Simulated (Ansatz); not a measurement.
# AlSiH3 (triplet): wave-function methods side by side at distance Al1–H4 along a hydrogen transfer = 1.927 Å, cc-pVDZ

How much of the correlation energy of AlSiH3 (triplet) does each wave-function method recover here?

Computed with Ansatz 0.2.0, Gaussian basis. Level: cc-pVDZ, core rule «outside noble gas», up to 10 orbitals frozen.

The runs, in order: UHF; CCSD(T) on ROHF; CCSD(T) on UHF; BCCD(T) on ROHF; CISD; CCSDT(Q) on ROHF; CCSDT(Q) on UHF; CASSCF and MRCISD+Q, 4 electrons in 4 orbitals; CASSCF and NEVPT2, 4 electrons in 4 orbitals.

15 further runs of the same task are left out: 9 for a known fault of the program, 1 for a mislabelled method, 5 that didn't finish.

**1. The system**

The geometry derives from fragments relaxed apart (PBE0/def2-TZVP) and kept rigid, so it is no stationary point. A hydrogen atom is moved between rigid fragments.

5 atoms, charge 0, spin multiplicity 3.

Atoms are counted from 1 here; the program's logs count them from 0.

Bond lengths: Al1–H2 1.586 Å, Al1–H3 1.586 Å, Al1–H4 1.927 Å, H4–Si5 1.577 Å. Angles: H2–Al1–H3 120.0°, H2–Al1–H4 120.0°, H3–Al1–H4 120.0°, Al1–H4–Si5 180.0°.

**2. UHF**

Input file in.yaml:

```yaml
crystal:
  periodic: [false, false, false]
  atoms:
    - {symbol: Al, position_ang: [-1.700017, 0.000000, 0.000000]}
    - {symbol: H, position_ang: [-2.492941, 1.373384, 0.000000]}
    - {symbol: H, position_ang: [-2.492941, -1.373384, 0.000000]}
    - {symbol: H, position_ang: [0.226983, 0.000000, 0.000000]}
    - {symbol: Si, position_ang: [1.803983, 0.000000, 0.000000]}
basis:
  gaussian: {orbitals: cc-pVDZ}
magnetization: {spin_polarized: true, initial_magnetization: 2}
hamiltonian: {xc: hf}
output: {orbitals: {seedname: orbitals}}
```

The run is started by

```console
$ ansatz run in.yaml --threads 1 --pin off --events-out ev --progress --plain --max-ram 2393MiB
```

Further steps of the session: CCSD(T) on ROHF; CCSD(T) on UHF; BCCD(T) on ROHF; CISD; CCSDT(Q) on ROHF; CCSDT(Q) on UHF; CASSCF and MRCISD+Q, 4 electrons in 4 orbitals; CASSCF and NEVPT2, 4 electrons in 4 orbitals.

**Question.** What will the summary of the whole plan be? Wanted: UCCSDT(Q) below the RHF energy; RMP2 from UCCSDT(Q); UMP2 from UCCSDT(Q); RCCSD from UCCSDT(Q); RCCSD(T) from UCCSDT(Q); UCCSD(T) from UCCSDT(Q); RCCSDT(Q) from UCCSDT(Q); MRCISD+Q pair from UCCSDT(Q); T1 diagnostic.

As calculated:

| quantity | value |
| --- | --- |
| UCCSDT(Q) below the RHF energy | -5.1022 eV |
| RMP2 from UCCSDT(Q) | +123.8 kJ/mol |
| UMP2 from UCCSDT(Q) | +126.0 kJ/mol |
| RCCSD from UCCSDT(Q) | +16.8 kJ/mol |
| RCCSD(T) from UCCSDT(Q) | +4.6 kJ/mol |
| UCCSD(T) from UCCSDT(Q) | +4.6 kJ/mol |
| RCCSDT(Q) from UCCSDT(Q) | +0.1 kJ/mol |
| MRCISD+Q pair from UCCSDT(Q) | +1.9 kJ/mol |
| levels within 1 kcal/mol (43 meV) | RCCSDT, UCCSDT, RCCSDT(Q), MRCISD+Q pair |
| T1 diagnostic | 0.030 |

**Reading.** RCCSD(T) lands +4.6 kJ/mol from the yardstick (0.9 % of the correlation energy). These misses are within one basis, not against nature; the frozen cores of restricted and unrestricted runs differ, which can shift their rows.
